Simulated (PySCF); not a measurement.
Molfile (atoms numbered from 1):
```
C5H9F
     RDKit          3D

 15 14  0  0  0  0  0  0  0  0999 V2000
    2.6625   -0.2274   -0.0309 C   0  0  0  0  0  0  0  0  0  0  0  0
    1.4420   -0.4533    0.4569 C   0  0  0  0  0  0  0  0  0  0  0  0
    0.2323    0.3849    0.1960 C   0  0  0  0  0  0  0  0  0  0  0  0
   -0.9004   -0.3929   -0.4706 C   0  0  0  0  0  0  0  0  0  0  0  0
   -2.1673    0.4161   -0.6099 C   0  0  0  0  0  0  0  0  0  0  0  0
   -2.6288    0.7937    0.6299 F   0  0  0  0  0  0  0  0  0  0  0  0
    2.8670    0.6309   -0.6794 H   0  0  0  0  0  0  0  0  0  0  0  0
    3.5034   -0.8857    0.2025 H   0  0  0  0  0  0  0  0  0  0  0  0
    1.2850   -1.3290    1.1009 H   0  0  0  0  0  0  0  0  0  0  0  0
    0.5055    1.2554   -0.4244 H   0  0  0  0  0  0  0  0  0  0  0  0
   -0.1515    0.7860    1.1503 H   0  0  0  0  0  0  0  0  0  0  0  0
   -0.5904   -0.7367   -1.4719 H   0  0  0  0  0  0  0  0  0  0  0  0
   -1.1253   -1.3011    0.1146 H   0  0  0  0  0  0  0  0  0  0  0  0
   -2.9577   -0.1690   -1.1105 H   0  0  0  0  0  0  0  0  0  0  0  0
   -1.9894    1.3325   -1.2008 H   0  0  0  0  0  0  0  0  0  0  0  0
  1  2  2  0
  2  3  1  0
  3  4  1  0
  4  5  1  0
  5  6  1  0
  1  7  1  0
  1  8  1  0
  2  9  1  0
  3 10  1  0
  3 11  1  0
  4 12  1  0
  4 13  1  0
  5 14  1  0
  5 15  1  0
M  END
```

Geometry: PBE0-D3(BJ)/def2-SVP; GIAO shifts from PySCF 2.14.0 with density-fitted response routines, gas phase, non-relativistic, averaged over equivalent atoms.

At B3LYP/pcSseg-1 (147 basis functions, 13 s wall time on 1 thread of an Arm Neoverse V1, shared host):
| atoms | δ (ppm) |
| --- | --- |
| C2 | 149.5 |
| C1 | 121.8 |
| C5 | 85.5 |
| C3 | 36.3 |
| C4 | 36.3 |
| F6 | -245.0 |
| H9 | 5.93 |
| H7 | 5.27 |
| H8 | 5.13 |
| H14/H15 | 4.49 |
| H10/H11 | 2.15 |
| H12/H13 | 1.44 |

Chemical shifts δ = σref − σ; 13C (179.24 ppm), 1H (31.38 ppm) against TMS; 19F (171.94 ppm) vs CFCl3, all at this level.

**Question.** Predict the values at PBE0/pcSseg-1 on the same geometry.

**Answer.** 
```tsv
atoms	δ at PBE0/pcSseg-1	change
C2	148.5	-1.0
C1	122.8	+1.0
C5	83.6	-1.9
C3	35.0	-1.3
C4	34.5	-1.8
F6	-244.9	+0.1
H9	6.00	+0.07
H7	5.39	+0.12
H8	5.27	+0.14
H14/H15	4.45	-0.04
H10/H11	2.15	+0.00
H12/H13	1.42	-0.02
```

δ = σ(ref) − σ, references computed at the same level: 13C (σref 184.41) and 1H (σref 31.27) vs TMS; CFCl3 for 19F (σref 177.25).

The largest change is at C5 (sp3 CH2 bonded to F). Cost: 147 basis functions, 13 s wall time on 1 thread of an Arm Neoverse V1, shared host. The order of the carbon signals is the same at both levels.

Unscaled 19F shifts against computed CFCl3 carry errors that often reach 10 to 50 ppm.
